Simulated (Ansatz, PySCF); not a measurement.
Species: C$_{3}$H$_{7}$ (charge 0, doublet). It need not be the lowest isomer of its formula. 
Coordinates optimised at B3LYP-D3(BJ)/def2-TZVP (Ansatz, an electronic-structure program):
```
C
H 1 1.0941
H 1 1.0944 2 106.77
C 1 1.4855 2 110.00 3 119.30
H 4 1.0819 1 120.96 2 34.73
H 4 1.0820 5 117.55 1 -170.74
C 1 1.5433 2 108.45 3 -116.56
H 7 1.0913 1 110.87 2 -62.30
H 7 1.0913 8 107.85 1 121.54
H 7 1.0924 8 108.25 9 116.89
```
Charge 0, spin multiplicity 2.

Total electronic energies in hartree. Valence correlation only, unless marked. UHF or UKS for open shells. Spin-orbit coupling is left out. No relativistic terms. CBS marks a two-point X^-3 extrapolation of the correlation energy; Hartree-Fock from the larger set. The bracket is a focal-point correction in the basis named.

| level | program | energy (Eh) |
|---|---|---|
| HF-D3(BJ)/def2-TZVPD | PySCF + dftd3 | -117.72214 |
| PBE0/def2-SVP | Ansatz | -118.23227 |
| PBE0/def2-TZVPD | Ansatz | -118.36005 |
| B2PLYP-D3(BJ)/def2-TZVPD | Ansatz + dftd3 | -118.38980 |
| MP2/6-31G* | Ansatz | -118.00001 |
| RI-MP2/cc-pVQZ | Ansatz | -118.21827 |
| SCS-MP2/6-31G* | Ansatz | -118.00096 |
| SCS-MP2/aug-cc-pVDZ | Ansatz | -118.07514 |
| RI-MP2/CBS(cc-pVTZ,cc-pVQZ)+[CCSD(T)-MP2]/cc-pVTZ | Ansatz | -118.3030 |

Totals of different functionals don't rank their quality; only differences between species are comparable.
